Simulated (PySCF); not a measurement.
**Vibration and rotation of NaB⁺**

UHF-CCSD(T) constants of NaB⁺, ²Σ⁺ (doublet), unpaired electrons σ ↑ (Na aug-pcseg-1, B aug-pcseg-1; no relativity (PySCF 2.14); masses 22.9898 and 11.0093 u):

| Quantity | Value |
| --- | --- |
| ωe | 171.7 cm⁻¹ |
| ωexe | 1.84 cm⁻¹ |
| Be | 0.25039 cm⁻¹ |
| αe | 0.00439 cm⁻¹ |
| De to Na⁺ + B | 0.479 eV |

(1) What force constant and bond length do these constants imply?

(2) Estimate the centrifugal constant D from the Kratzer relation and find the Dunham coefficient a1.

Correlated steps freeze 2 core orbitals. Correlated levels converge slowly with the basis: in double zeta they bind strong bonds too weakly, by up to about 1 eV, and carry superposition errors of some tenths. For an ion De counts to the pair picked by the measured ionisation energies or electron affinities, which need not be the lowest pair at this level. The state was picked by a PBE0 search and need not be the measured ground state.

Results:

(1) Reduced mass μred = 7.4444 u; k = 5.8918×10⁻⁷·μred·ωe² (u, cm⁻¹, mdyn/Å) = 0.129 mdyn/Å; Re = √(16.8576/(μred·Be)) (u, cm⁻¹, Å) = 3.007 Å.

(2) D = 4Be³/ωe² = 2.13e-06 cm⁻¹; a1 = −1 − αeωe/(6Be²) = -3.00.
